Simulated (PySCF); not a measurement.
Magnetisability: SMILES [AlH], AlH

Cartesian coordinates in Å; atom numbers follow the order of the lines, from 1:
```xyz
2

Al    0.804   -0.010    0.002
H    -0.864   -0.003   -0.007
```

Method used: PySCF, GIAO revPBE/aug-pcSseg-2 magnetisability, rotational g tensor and spin-rotation constants, non-relativistic, gas phase. Geometry: PBE0-D3(BJ)/def2-SVP.

(1) How diamagnetic is it, and how anisotropic?

(2) Split it along the inertial axes a, b, c into diamagnetic and paramagnetic parts about the centre of mass, with the quadrupole moment.

(3) And the rotational g tensor?

Answers

(1) Isotropic -14 × 10⁻³⁰ J/T², or -0.8 × 10⁻⁶ cm³/mol; principal values -366, 162, 162 × 10⁻³⁰ J/T², anisotropy 528 × 10⁻³⁰ J/T² (root of half the summed squared differences of the principal values). The susceptibility is in cgs units.

(2) 
| axis | χ (10⁻⁶ cm³/mol) | diamagnetic (10⁻⁶ cm³/mol) | paramagnetic (10⁻⁶ cm³/mol) | summed x² of all electrons (Å²) | quadrupole Θ (D Å) |
| --- | --- | --- | --- | --- | --- |
| a | -22.0 | -22.0 | 0.0 | 6.8 | -7.51 |
| b | 9.8 | -39.8 | 49.6 | 2.6 | +3.76 |
| c | 9.8 | -39.8 | 49.6 | 2.6 | +3.76 |

Anisotropies 2χaa − χbb − χcc = -63.6 and 2χbb − χaa − χcc = +31.8 × 10⁻⁶ cm³/mol. Θ is traceless in Buckingham's convention.

(3) 
```tsv
axis	rotational constant (GHz)	g	nuclear part	electronic part
b	187.0270	-3.3756	0.9809	-4.3565
c	187.0270	-3.3756	0.9809	-4.3565
```
Linear; isotopes 27Al, 1H; no vibrational averaging.
